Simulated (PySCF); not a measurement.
**[C4H9]+ (SMILES C[C+](C)C) at 6 levels**

We compute a comparison of 6 runs (HF/3-21G, PBE/STO-3G, TPSS/STO-3G, B3LYP/6-31G*, CCSD(T)/3-21G) of [C4H9]+. Input form: a Python script.

The calculation is run with PySCF 2.14.0.

**1. The structure to begin with**

[C4H9]+: 13 atoms, total charge +1, spin state singlet. As SMILES, `C[C+](C)C`. The shape is that of a PBE0-D4/def2-TZVP optimisation.

Bond lengths: C1–C2 1.450 Å, C2–C3 1.451 Å, C2–C4 1.453 Å, C1–H5 1.089 Å, C1–H6 1.093 Å, C1–H7 1.109 Å, C3–H8 1.108 Å, C3–H9 1.088 Å, C3–H10 1.093 Å, C4–H11 1.087 Å, C4–H12 1.105 Å, C4–H13 1.096 Å. Some angles: C1–C2–C3 119.9°, C1–C2–C4 119.7°, C3–C2–C4 120.3°, C2–C1–H5 114.5°, C2–C1–H6 112.6°, C2–C1–H7 103.6°, C2–C3–H8 104.5°, C2–C3–H9 114.3°, C2–C3–H10 112.1°, C2–C4–H11 114.7°.

**2. Energy and forces at HF/3-21G (run 1)**

File input.py:

```python
# C[C+](C)C
from pyscf import gto, scf

mol = gto.Mole()
mol.atom = [
    ('C', (-0.620500, 1.253000, -0.371000)),
    ('C', (0.017500, 0.002700, -0.005700)),
    ('C', (0.912200, -0.047500, 1.135800)),
    ('C', (-0.260900, -1.198800, -0.773400)),
    ('H', (-1.475700, 1.146000, -1.036200)),
    ('H', (-0.828900, 1.887100, 0.494400)),
    ('H', (0.169900, 1.795500, -0.928200)),
    ('H', (0.333400, -0.574100, 1.919900)),
    ('H', (1.194100, 0.927700, 1.528100)),
    ('H', (1.773800, -0.696100, 0.955500)),
    ('H', (0.404900, -2.033600, -0.568700)),
    ('H', (-1.294200, -1.486800, -0.506500)),
    ('H', (-0.325800, -0.975100, -1.844100)),
]
mol.verbose = 4
mol.max_memory = 1860
mol.charge = 1
mol.basis = '3-21g'
mol.build()

mf = scf.RHF(mol)
mf.conv_tol = 1e-10
mf.kernel()
if not mf.converged:
    mf = mf.newton().run(mf.mo_coeff, mf.mo_occ)

etot = mf.e_tot
print('E(%s) = %.9f' % ('HF', etot))
grad = mf.nuc_grad_method().kernel()
mf.analyze()
```

Started as:

```console
$ OMP_NUM_THREADS=1 python input.py
```

The program printed:

```text
PySCF version 2.14.0

[... 85 lines left out ...]
Two-electron Coulomb Energy =          193.625040407927031
[... 12 lines left out ...]
MO #10  energy= -0.860177389375215 occ= 2
[... 10 lines left out ...]
MO #21  energy= 0.122051181729546  occ= 0
[... 10 lines left out ...]
MO #32  energy= 0.709666397844991  occ= 0
[... 10 lines left out ...]
MO #43  energy= 1.0974462110182    occ= 0
[... 10 lines left out ...]
MO #54  energy= 2.0276336725891    occ= 0
[... 71 lines left out ...]
WARN: System has nonzero charge 1; the dipole moment is origin-dependent.
Location of origin: [0. 0. 0.]

Dipole moment(X, Y, Z, Debye): -0.09908, -0.01263,  0.02603
```

Wall time 5.1 s (1 thread of Intel Xeon at 2.50GHz (Skylake/Cascade Lake), shared host); peak memory 0.13 GiB.

**3. Energy and forces at PBE/STO-3G (run 2)**

File input.py:

```python
from pyscf import gto, dft

molecule = gto.M(
    atom='''
C   -0.620500   1.253000  -0.371000
C    0.017500   0.002700  -0.005700
C    0.912200  -0.047500   1.135800
C   -0.260900  -1.198800  -0.773400
H   -1.475700   1.146000  -1.036200
H   -0.828900   1.887100   0.494400
H    0.169900   1.795500  -0.928200
H    0.333400  -0.574100   1.919900
H    1.194100   0.927700   1.528100
H    1.773800  -0.696100   0.955500
H    0.404900  -2.033600  -0.568700
H   -1.294200  -1.486800  -0.506500
H   -0.325800  -0.975100  -1.844100
''',
    charge=1,
    basis='sto-3g',
    spin=0,
    max_memory=1860,
    verbose=4,
)

ks = dft.RKS(molecule, xc='pbe')
ks.grids.level = 5
ks.conv_tol = 1e-10
ks.kernel()
if not ks.converged:
    ks = ks.newton().run(ks.mo_coeff, ks.mo_occ)

e_tot = ks.e_tot
print('E = %.10f Eh' % e_tot)
grad = ks.nuc_grad_method().kernel()
dip = ks.dip_moment()
pop, q = ks.mulliken_pop()
```

Started as:

```console
$ OMP_NUM_THREADS=1 python input.py
```

The program printed:

```text
PySCF version 2.14.0

[... 82 lines left out ...]
converged SCF energy = -155.468768335953
[... 14 lines left out ...]
WARN: System has nonzero charge 1; the dipole moment is origin-dependent.
[... 2 lines left out ...]
Dipole moment(X, Y, Z, Debye): -0.12843, -0.01265,  0.03813
[... 43 lines left out ...]
charge of   12H =      0.17497
```

Wall time 27 s (1 thread of Intel Xeon at 2.50GHz (Skylake/Cascade Lake), shared host); peak memory 0.36 GiB.

Run 3 isn't shown in full; the table further down has it.

**4. Energy and gradient at B3LYP/6-31G(d) (spherical functions) (run 4)**

File input.py:

```python
from pyscf import gto, dft

system = gto.Mole()
system.atom = [
    ('C', (-0.620500, 1.253000, -0.371000)),
    ('C', (0.017500, 0.002700, -0.005700)),
    ('C', (0.912200, -0.047500, 1.135800)),
    ('C', (-0.260900, -1.198800, -0.773400)),
    ('H', (-1.475700, 1.146000, -1.036200)),
    ('H', (-0.828900, 1.887100, 0.494400)),
    ('H', (0.169900, 1.795500, -0.928200)),
    ('H', (0.333400, -0.574100, 1.919900)),
    ('H', (1.194100, 0.927700, 1.528100)),
    ('H', (1.773800, -0.696100, 0.955500)),
    ('H', (0.404900, -2.033600, -0.568700)),
    ('H', (-1.294200, -1.486800, -0.506500)),
    ('H', (-0.325800, -0.975100, -1.844100)),
]
system.verbose = 4
system.basis = '6-31g*'
system.max_memory = 1860
system.charge = 1
system.build()

calc0 = dft.RKS(system)
calc0.xc = 'b3lyp'
calc0.conv_tol = 1e-10
calc0.grids.level = 5
calc0.kernel()
if not calc0.converged:
    calc0 = calc0.newton().run(calc0.mo_coeff, calc0.mo_occ)

e_tot = calc0.e_tot
print(f'total energy: {e_tot:.8f} hartree')
grad = calc0.nuc_grad_method().kernel()
dip = calc0.dip_moment()
pop, q = calc0.mulliken_pop()
```

Started as:

```console
$ OMP_NUM_THREADS=1 python input.py
```

The program printed:

```text
PySCF version 2.14.0

[... 79 lines left out ...]
converged SCF energy = -157.550558166763
total energy: -157.55055817 hartree
[... 13 lines left out ...]
WARN: System has nonzero charge 1; the dipole moment is origin-dependent.
[... 2 lines left out ...]
Dipole moment(X, Y, Z, Debye): -0.09576, -0.00779,  0.02675
[... 88 lines left out ...]
charge of   12H =      0.26179
```

It took 65 s on 1 thread of Intel Xeon at 2.50GHz (Skylake/Cascade Lake), shared host; peak memory 0.75 GiB.

Run 5 isn't shown in full; the table further down has it.

**5. A single-point energy at CCSD(T)/3-21G (run 6)**

File geometry.xyz:

```xyz
13

C     -0.620500     1.253000    -0.371000
C      0.017500     0.002700    -0.005700
C      0.912200    -0.047500     1.135800
C     -0.260900    -1.198800    -0.773400
H     -1.475700     1.146000    -1.036200
H     -0.828900     1.887100     0.494400
H      0.169900     1.795500    -0.928200
H      0.333400    -0.574100     1.919900
H      1.194100     0.927700     1.528100
H      1.773800    -0.696100     0.955500
H      0.404900    -2.033600    -0.568700
H     -1.294200    -1.486800    -0.506500
H     -0.325800    -0.975100    -1.844100
```

File job.py:

```python
# C[C+](C)C
from pyscf import gto, cc

mol = gto.M(
    atom='geometry.xyz',
    verbose=4,
    basis='3-21g',
    spin=0,
    max_memory=1860,
    charge=1,
)

calc0 = mol.RHF()
calc0.conv_tol = 1e-10
calc0.kernel()
if not calc0.converged:
    calc0 = calc0.newton().run(calc0.mo_coeff, calc0.mo_occ)

mycc = cc.CCSD(calc0, frozen=4)
mycc.kernel()
e_t = mycc.ccsd_t()
e_final = mycc.e_tot + e_t
print('E(%s) = %.9f' % ('CCSD(T)', e_final))
dip = calc0.dip_moment()
pop, q = calc0.mulliken_pop()
```

Started as:

```console
$ OMP_NUM_THREADS=1 python job.py
```

The program printed:

```text
PySCF version 2.14.0

[... 67 lines left out ...]
converged SCF energy = -155.570862080739
[... 12 lines left out ...]
Init t2, MP2 energy = -155.918852220883  E_corr(MP2) -0.347990140144772
[... 11 lines left out ...]
CCSD converged
[... 4 lines left out ...]
WARN: System has nonzero charge 1; the dipole moment is origin-dependent.
[... 2 lines left out ...]
Dipole moment(X, Y, Z, Debye): -0.09908, -0.01263,  0.02603
[... 68 lines left out ...]
charge of   12H =      0.32423
```

It took 12 s on 1 thread of Intel Xeon at 2.50GHz (Skylake/Cascade Lake), shared host; peak memory 0.18 GiB.

**6. Overview of the runs**

| run | level | integration grid | Cartesian functions | energy (Eh) | HOMO energy (eV) | LUMO energy (eV) | HOMO–LUMO gap (eV) | wall time |
| --- | --- | --- | --- | --- | --- | --- | --- | --- |
| 1 | HF/3-21G | – | no | -155.570862 | -20.01 | -4.38 | 15.63 | 5.1 s |
| 2 | PBE/STO-3G | 5 | no | -155.468768 | -14.49 | -8.94 | 5.55 | 27 s |
| 3 | TPSS/STO-3G | 5 | no | -155.752305 | -14.77 | -8.96 | 5.80 | 37 s |
| 4 | B3LYP/6-31G* (spherical functions) | 5 | no | -157.550558 | -16.00 | -8.67 | 7.33 | 65 s |
| 5 | B3LYP/6-31G* (Cartesian functions) | 5 | yes | -157.553589 | -16.00 | -8.67 | 7.33 | 60 s |
| 6 | CCSD(T)/3-21G | – | no | -155.978593 | -20.01 | -4.38 | 15.63 | 12 s |

**7. What came out**

| quantity | value |
| --- | --- |
| run 6: total energy | -155.97859 Eh |
| run 6: HOMO energy (Hartree–Fock orbitals) | -20.01 eV |
| run 6: LUMO energy (Hartree–Fock orbitals) | -4.38 eV |
| run 6: HOMO–LUMO gap (Hartree–Fock orbitals) | 15.63 eV |
| run 6: correlation energy (4 core orbitals frozen) | -407.7 mEh |
| run 6: (T) correction | -10.36 mEh |
| run 6: T1 diagnostic | 0.012 |

**Reading.** Over runs 1, 2, 3, 4, 5 the HOMO–LUMO gap runs from 5.55 eV (PBE/STO-3G) to 15.63 eV (HF/3-21G). The two ends differ in method and basis. Totals of different functionals can't be ranked against each other. In runs 2, 3 the basis is minimal, so the values are rough. All runs together took 3.4 min, the longest 65 s.
